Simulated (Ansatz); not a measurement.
Conformers of C₄H₁₀O, SMILES `CCC(C)O`, each relaxed with PBE0-D4/def2-TZVP in Ansatz. CBS adds the triple-zeta coupled-cluster correction to the MP2 limit.

Not all of them had a frequency check.

Conformer A:

Cartesian coordinates in Å:
```
C 1.019 -1.309 -1.096
C -0.178 -0.480 -0.668
C 0.155 0.550 0.402
C -1.034 1.427 0.741
O 0.685 -0.064 1.567
H 1.467 -1.815 -0.239
H 1.790 -0.679 -1.547
H 0.736 -2.066 -1.831
H -0.973 -1.133 -0.283
H -0.606 0.040 -1.532
H 0.973 1.181 0.037
H -1.870 0.819 1.105
H -1.382 1.979 -0.135
H -0.769 2.145 1.520
H -0.013 -0.596 1.962
```

Conformer B:

```xyz
15

C     1.190   -0.910   -0.733
C     0.656    0.513   -0.688
C    -0.702    0.666   -0.009
C    -0.695    0.274    1.457
O    -1.721   -0.024   -0.715
H     2.141   -0.949   -1.267
H     0.504   -1.579   -1.261
H     1.361   -1.319    0.265
H     0.560    0.897   -1.708
H     1.375    1.161   -0.174
H    -0.991    1.720   -0.084
H    -0.466   -0.789    1.583
H    -1.674    0.462    1.901
H     0.053    0.843    2.015
H    -1.590   -0.967   -0.582
```

Conformer C:

```xyz
15

C     0.286    1.897    0.174
C     0.246    0.457    0.656
C    -0.034   -0.550   -0.451
C    -0.056   -1.969    0.064
O    -1.293   -0.323   -1.065
H     0.550    2.579    0.984
H     1.025    2.029   -0.623
H    -0.686    2.225   -0.207
H    -0.522    0.341    1.429
H     1.205    0.199    1.118
H     0.762   -0.459   -1.209
H    -0.842   -2.085    0.814
H     0.901   -2.230    0.521
H    -0.255   -2.668   -0.750
H    -1.287    0.556   -1.452
```

Task: Which is lowest in electronic energy at CCSD(T)/CBS (frozen core, def2 sets), and by how much? (An estimate is asked.)

Result: Ansatz gave: C; A lies 1.2 kJ/mol higher, B lies 4.5 kJ/mol higher. Gaps under about 2 kJ/mol don't settle the order.

Task: Give the energies relative to C (kJ/mol) with PBE-D4/def2-TZVPP, ωB97M-V/def2-TZVPP, r2SCAN/def2-TZVPP, B3LYP/def2-TZVPP, SCS-MP2/def2-TZVPP, CCSD(T)/def2-TZVPP, MP2/def2-QZVPP. (Best estimate.)

Result: The calculation gave: 
```tsv
level	A	B
PBE-D4/def2-TZVPP	0.3	3.9
ωB97M-V/def2-TZVPP	0.5	4.1
r2SCAN/def2-TZVPP	0.6	4.7
B3LYP/def2-TZVPP	0.3	5.3
SCS-MP2/def2-TZVPP	0.8	4.5
CCSD(T)/def2-TZVPP	0.7	4.2
MP2/def2-QZVPP	1.3	4.7
```

B3LYP here is the variant with VWN-RPA as its local correlation; programs differ in this.
